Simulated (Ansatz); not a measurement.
`CC(C)(N)O` + H–F → `CC(C)(N)F` + H₂O  (substitution at a C–O bond)

Program: Ansatz. Geometries: PBE0-D4/def2-TZVP. ΔE: electronic, gas phase. CBS: MP2 limit from def2 TZ/QZ plus the TZ coupled-cluster correction, frozen cores. This one scheme is used for every species. DFT in def2-TZVPP. One conformer a species, not always the lowest.

`CC(C)(N)O`:

Z-matrix (Å, degrees):
```
C
C 1 1.529
H 1 1.095 2 111.6
H 1 1.093 2 110.8 3 119.8
H 1 1.092 2 109.8 3 -120.2
C 2 1.521 1 111.1 3 -59.0
N 2 1.446 1 113.5 3 178.4
O 2 1.420 1 109.2 3 63.0
H 6 1.093 2 110.6 1 57.7
H 6 1.093 2 111.2 1 -62.0
H 6 1.090 2 109.1 1 177.7
H 7 1.012 2 110.4 1 63.4
H 7 1.013 2 109.7 1 -55.6
H 8 0.961 2 107.9 1 -49.2
```

H–F:

Z-matrix (Å, degrees):
```
F
H 1 0.920
```

`CC(C)(N)F`:

Cartesian coordinates in Å:
```
C -0.070 0.081 1.377
C 0.205 -0.335 -0.052
C 0.554 0.829 -0.956
N -0.840 -1.123 -0.584
F 1.379 -1.127 0.008
H -0.295 -0.801 1.981
H 0.805 0.572 1.804
H -0.918 0.768 1.420
H -0.271 1.542 -0.999
H 0.762 0.463 -1.964
H 1.445 1.340 -0.590
H -1.587 -1.348 0.050
H -1.169 -0.860 -1.497
```

H₂O:

```xyz
3

O    -0.173   -0.333    0.103
H     0.452   -0.196   -0.613
H    -0.279    0.530    0.509
```

CCSD(T)/CBS gives -17.5 kJ/mol.

Task: Another level gave -25.4 kJ/mol. Which?
A. BLYP/def2-TZVPP
B. MP2/def2-TZVPP
C. PBE-QIDH/def2-TZVPP
D. ωB97M-V/def2-TZVPP

Result: D. ωB97M-V -25.4, PBE-QIDH -19.0, MP2/def2-TZVPP -12.5, BLYP -33.5 kJ/mol.

Largest T1 diagnostic among the species: 0.010.

The D4 term adds +4.3 kJ/mol with B3LYP and +2.3 kJ/mol with PBE0; it sums over pairs of atoms, weighted by their polarisabilities, and B3LYP, whose exchange is more repulsive, gets the larger term. From BLYP to BHLYP (50 % exact exchange), in def2-TZVPP and without D4, ΔE moves by +4.2 kJ/mol.

CCSD(T)/CBS has its own doubt, a few kJ/mol and more with outer-core shells, so smaller differences from it don't rank the levels.

B3LYP here is the variant with VWN-RPA as its local correlation; programs differ in this.
